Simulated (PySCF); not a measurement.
**F: ionisation energy**

F [He] 2s2 2p5 (2P) → F⁺ [He] 2s2 2p4 (3P), as a difference of total energies. Calculation: PySCF 2.14, in x2c-TZVPall; scalar relativity by spin-free X2C-1e. Correlated levels: valence: 1s2 frozen. The calculations carry no spin-orbit coupling.

```tsv
method	ionisation energy (eV)
UHF	15.641
PBE0	17.410
BP86	17.725
MP2 (valence)	17.195
SCS-MP2 (valence)	17.180
CCSD (valence)	17.093
CCSD(T) (valence)	17.135
```

Errors of the correlated levels include the incompleteness of this basis and the frozen core.

**Question.** Which method comes closest to the reference value, and which is furthest?

**Answer.** The reference is 17.427 eV (measured; NIST levels, between the centres of gravity of the two terms). Closest: PBE0 (error -0.017 eV); furthest: UHF (error -1.786 eV).
